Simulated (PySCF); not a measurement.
# H4Si2: the cost of one run

Programs: PySCF 2.14.0, with routines of our own; each step states its level. All values are computed. Atoms count from 0.

### Step 1. The system as given

6 atoms, charge 0, multiplicity 3; geometry from: GFN2-xTB.

### Step 2. Open-shell or spin-flip excitations: unrestricted TDA B3LYP/def2-SVPD

The job: settings as JSON, then the geometry in Å.

```
{"job": {"kind": "uabs", "xc": "B3LYP", "basis": "def2-SVPD", "nstates": 10, "tda": true}, "charge": 0, "multiplicity": 3}
Si     1.509123    -0.153931     0.602248
Si    -0.650399     0.041598    -0.013098
H      2.717642    -0.142088    -0.241373
H     -1.147079    -1.009373    -0.919220
H     -1.005456     1.305201    -0.682651
H     -1.420707    -0.039417     1.232519
```

With the program's defaults for keys left out, this is: unrestricted TDA B3LYP/def2-SVPD, vertical, gas phase, core orbitals frozen in the response.

Run with:

```
> OMP_NUM_THREADS=1 python excited_run.py task.json out
```

One launch serves the whole session: the jobs run in the order shown.

Q: Estimate the wall time and peak memory of this first job on 1 thread of Arm Neoverse V2, shared host.

About 4 s, with a peak of 0.33 GiB.
